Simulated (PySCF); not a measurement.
Potential energy curve for SiO, singlet.

- UHF/cc-pVTZ (PySCF)
- RHF/cc-pVTZ (PySCF)
- UKS-CAM-B3LYP = unrestricted CAM-B3LYP/cc-pVTZ (PySCF)
- RKS-CAM-B3LYP = PySCF 2.14.0 with restricted CAM-B3LYP/cc-pVTZ
- UKS-B3LYP = unrestricted B3LYP/cc-pVTZ (PySCF)
- RKS-B3LYP = restricted B3LYP/cc-pVTZ in PySCF

Scanned distances (Å): 1.14, 1.20, 1.29, 1.37, 1.43, 1.47, 1.51, 1.53, 1.61, 1.65, 1.75, 1.87, 2.05, 2.29, 2.50, 2.76, 2.99, 3.33, 3.73, 4.10, 4.50, 5.21, 6.02.

Task: Where does the unrestricted solution first break spin symmetry (<S²> of 0.01 or more)?

Result: UHF: between 1.65 and 1.75 Å; UKS-CAM-B3LYP: between 1.87 and 2.05 Å; UKS-B3LYP: between 1.87 and 2.05 Å.

| R / Å | <S²> UHF | E(RHF) − E(UHF) / kJ/mol | <S²> UKS-CAM-B3LYP | E(RKS-CAM-B3LYP) − E(UKS-CAM-B3LYP) / kJ/mol | <S²> UKS-B3LYP | E(RKS-B3LYP) − E(UKS-B3LYP) / kJ/mol |
|---|---|---|---|---|---|---|
| 1.14 | 0.00 | 0.0 | 0.00 | 0.0 | 0.00 | 0.0 |
| 1.20 | 0.00 | 0.0 | 0.00 | 0.0 | 0.00 | 0.0 |
| 1.29 | 0.00 | 0.0 | 0.00 | 0.0 | 0.00 | 0.0 |
| 1.37 | 0.00 | 0.0 | 0.00 | 0.0 | 0.00 | 0.0 |
| 1.43 | 0.00 | 0.0 | 0.00 | 0.0 | 0.00 | 0.0 |
| 1.47 | 0.00 | 0.0 | 0.00 | 0.0 | 0.00 | 0.0 |
| 1.51 | 0.00 | 0.0 | 0.00 | 0.0 | 0.00 | 0.0 |
| 1.53 | 0.00 | 0.0 | 0.00 | 0.0 | 0.00 | 0.0 |
| 1.61 | 0.00 | 0.0 | 0.00 | 0.0 | 0.00 | 0.0 |
| 1.65 | 0.00 | 0.0 | 0.00 | 0.0 | 0.00 | 0.0 |
| 1.75 | 0.70 | 22.6 | 0.00 | 0.0 | 0.00 | 0.0 |
| 1.87 | 0.86 | 79.8 | 0.00 | 0.0 | 0.00 | 0.0 |
| 2.05 | 0.97 | 172.4 | 0.32 | 2.5 | 0.17 | 1.2 |
| 2.29 | 1.29 | 272.3 | 0.89 | 55.7 | 0.77 | 27.5 |
| 2.50 | 1.96 | 342.1 | 1.05 | 115.2 | 1.01 | 69.6 |
| 2.76 | 2.00 | 404.1 | 1.36 | 187.6 | 1.25 | 123.5 |
| 2.99 | 2.01 | 437.4 | 1.59 | 238.4 | 1.48 | 171.0 |
| 3.33 | 2.02 | 465.8 | 1.78 | 278.8 | 1.68 | 233.2 |
| 3.73 | 2.02 | 482.3 | 1.90 | 306.9 | 1.81 | 277.1 |
| 4.10 | 2.02 | 489.4 | 1.96 | 325.1 | 1.87 | 293.3 |
| 4.50 | 2.02 | 493.0 | 1.99 | 339.6 | 1.92 | 303.9 |
| 5.21 | 2.02 | 495.4 | 2.01 | 356.1 | 1.96 | 315.3 |
| 6.02 | 2.02 | 496.4 | 2.01 | 365.1 | 1.99 | 322.6 |
